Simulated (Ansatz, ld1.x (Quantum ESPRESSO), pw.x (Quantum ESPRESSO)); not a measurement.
From atom to crystal: TM potential for Pb (Z = 82)

ld1.x (Quantum ESPRESSO) 7.5 input, shortened:

```
&input
   title='Pb', zed=82., rel=1, dft='PBESOL', iswitch=3,
   config='[Xe] 4f14 5d10 6s2 6p2'
 /
 &inputp
   pseudotype=2, tm=.true., lloc=1,
   nlcc=.true., rcore=0.85
 /
3
6S  1  0   2.00   0.00  1.55  1.55  0.0
5D  3  2  10.00   0.00  1.60  1.60  0.0
6P  2  1   2.00   0.00  2.30  2.30  0.0
 &test
   configts(1)='5d10 6s2 6p2'
 /
```

Crystal test: fcc Pb in pw.x 7.5, no spin, 12³ k-points, Fermi–Dirac smearing 0.01 Ry, cutoffs 145/580 Ry. The lattice is a test structure that the element need not adopt, and mesh and smearing are coarse.

pw.x input:

```
&control
  calculation='scf', prefix='x', pseudo_dir='./', outdir='./tmp', tstress=.true., disk_io='none'
/
&system
  ibrav=0, nat=1, ntyp=1, ecutwfc=145, ecutrho=580, nbnd=15,
  occupations='smearing', smearing='fd', degauss=0.01
/
&electrons
  conv_thr=1e-09, mixing_beta=0.4, electron_maxstep=70
/
ATOMIC_SPECIES
Pb 1.0 Pb.UPF
CELL_PARAMETERS angstrom
  0.00000000 2.46859378 2.46859378
  2.46859378 0.00000000 2.46859378
  2.46859378 2.46859378 0.00000000
ATOMIC_POSITIONS crystal
Pb 0.0000 0.0000 0.0000
K_POINTS automatic
12 12 12 0 0 0
```

```bash
pw.x < Pb.scf.in > Pb.scf.out
```

**Question.** How does the run end?

**Answer.** It converges; the pressure is 1.50 GPa against 0.13 GPa from all-electron LAPW. This is a poor potential for the solid. The log shows:

```
     using ibrav=0 with symmetry is DISCOURAGED, use correct ibrav instead
     lattice parameter (alat)  =       6.5973  a.u.
     unit-cell volume          =     203.0371 (a.u.)^3
     number of electrons       =        14.00
     number of Kohn-Sham states=           15
     kinetic-energy cutoff     =     145.0000  Ry
     charge density cutoff     =     580.0000  Ry
     scf convergence threshold =      1.0E-09
     Exchange-correlation= PBESOL
     number of k points=    72  Fermi-Dirac smearing, width (Ry)=  0.0100
     iteration #  1     ecut=   145.00 Ry     beta= 0.40
     total energy              =    -154.69797099 Ry
     estimated scf accuracy    <       0.00257192 Ry
     iteration #  2     ecut=   145.00 Ry     beta= 0.40
     total energy              =    -154.69803117 Ry
     estimated scf accuracy    <       0.00037361 Ry
     iteration #  3     ecut=   145.00 Ry     beta= 0.40
     total energy              =    -154.69807922 Ry
     estimated scf accuracy    <       0.00002465 Ry
     iteration #  4     ecut=   145.00 Ry     beta= 0.40
     total energy              =    -154.69808008 Ry
     estimated scf accuracy    <       0.00000016 Ry
     iteration #  5     ecut=   145.00 Ry     beta= 0.40
     total energy              =    -154.69808009 Ry
     estimated scf accuracy    <       0.00000002 Ry
     iteration #  6     ecut=   145.00 Ry     beta= 0.40
     the Fermi energy is    11.3429 ev
!    total energy              =    -154.69808009 Ry
     estimated scf accuracy    <          2.1E-10 Ry
     smearing contrib. (-TS)   =      -0.00280322 Ry
     The total energy is F=E-TS. E is the sum of the following terms:
     one-electron contribution =     -30.36666676 Ry
     hartree contribution      =      25.87010794 Ry
     xc contribution           =     -53.88151700 Ry
     ewald contribution        =     -96.31720105 Ry
     convergence has been achieved in   6 iterations
          total   stress  (Ry/bohr**3)                   (kbar)     P=       14.99
     Message from routine punch:
     Nothing written, as per user request (disk_io='none')
```
